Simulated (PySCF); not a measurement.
# C4H7F: the cost of one run

The runs use PySCF 2.14.0, with density-fitted response routines of our own; the level of theory stands in each step. All values are computed, except where a source is named. Atoms are numbered from 0 throughout.

## 1. The starting structure

12 atoms, charge 0, multiplicity 1; geometry from: GFN2-xTB. The atoms were then displaced at random by about 0.01 Å, so the start is not that level's minimum.

Bonds of the start (Å): C0–C1 1.52, C1–C2 1.48, C2–C3 1.36, C3–F4 1.35, C0–H5 1.12, C0–H6 1.07, C0–H7 1.07, C1–H8 1.07, C1–H9 1.10, C2–H10 1.10, C3–H11 1.06.

## 2. Relaxing the molecule at PBE0-D3(BJ)/def2-SVP

What the job is given:

```
{"job": {"xc": "PBE0", "basis": "def2-SVP", "d3": "d3bj", "grid": 1, "shake": 0.01, "kind": "geom"}, "charge": 0, "multiplicity": 1}
C     -1.546460    -0.454850     0.022150
C     -0.448550     0.598030    -0.067720
C      0.813270     0.047240     0.473950
C      1.990210    -0.081770    -0.199340
F      2.070610     0.288140    -1.494130
H     -2.495850    -0.004940    -0.371810
H     -1.306050    -1.312680    -0.567210
H     -1.714900    -0.730480     1.043960
H     -0.297590     0.913770    -1.082640
H     -0.727130     1.482530     0.525790
H      0.812390    -0.285330     1.518580
H      2.889740    -0.487930     0.189410
```

Run with:

```bash
OMP_NUM_THREADS=1 python probes_run.py task.json out
```

The driver reads the jobs from task.json and runs them one after another.

Q: Estimate the wall time and peak memory of this first job on 1 thread of Arm Neoverse V2, shared host.

About 24 s, with a peak of 0.43 GiB.
